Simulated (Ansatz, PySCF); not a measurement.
Reaction: CH3Cl (chloromethane, SMILES CCl) → CH3 (SMILES [CH3], doublet) + Cl (doublet) (the C-Cl bond breaks)
Each species at its own B3LYP-D3(BJ)/def2-TZVP minimum (Ansatz, an electronic-structure program).

Total energies in hartree (Ansatz). Radicals and triplets start from unrestricted determinants; spin-orbit coupling is neglected. Correlated methods leave the cores frozen. No relativity.

```tsv
species	HF/cc-pV(T+d)Z	CCSD(T)/cc-pV(T+d)Z	HF/cc-pV(Q+d)Z	CCSD(T)/cc-pV(Q+d)Z	CCSDT(Q)/cc-pV(T+d)Z
1: CH3Cl (chloromethane, SMILES ClC)	-499.14866	-499.56846	-499.15509	-499.60467	-499.56981
2: CH3 (SMILES [CH3], doublet)	-39.57748	-39.76098	-39.58026	-39.77245	-39.76156
3: Cl (doublet)	-459.48556	-459.67356	-459.48916	-459.69449	-459.67440
```

Work out the bond dissociation energy (enthalpy at 298 K, ideal-gas terms from PySCF's Hessians at B3LYP-D3(BJ)/def2-TZVP) in kcal/mol: take Hartree-Fock from cc-pV(Q+d)Z, extrapolate the CCSD(T) correlation energy as X^-3 (X = 3, 4), and add CCSDT(Q) - CCSD(T) in cc-pV(T+d)Z. The further terms named in the bracket sum to -0.00554 hartree. 1 hartree = 627.51 kcal/mol.


Species 1: correlation (64·(-0.44958) - 27·(-0.41980))/37 = -0.47131; step -0.00135; E1 = -499.15509 + (-0.47131) + (-0.00135) = -499.62775
Species 2: correlation (64·(-0.19219) - 27·(-0.18350))/37 = -0.19853; step -0.00058; E2 = -39.58026 + (-0.19853) + (-0.00058) = -39.77937
Species 3: correlation (64·(-0.20533) - 27·(-0.18800))/37 = -0.21798; step -0.00084; E3 = -459.48916 + (-0.21798) + (-0.00084) = -459.70798
-1·E1 +1·E2 +1·E3 -0.00554 = 0.13486 hartree = 84.6 kcal/mol. From measured enthalpies of formation at 298 K: 83.8 kcal/mol (Active Thermochemical Tables 1.112 (ions: stationary electron), as tabulated in the package chemicals). The calculations leave out spin-orbit terms. The composite differs from it by +0.9 kcal/mol; core, relativistic and spin-orbit terms are not in it.
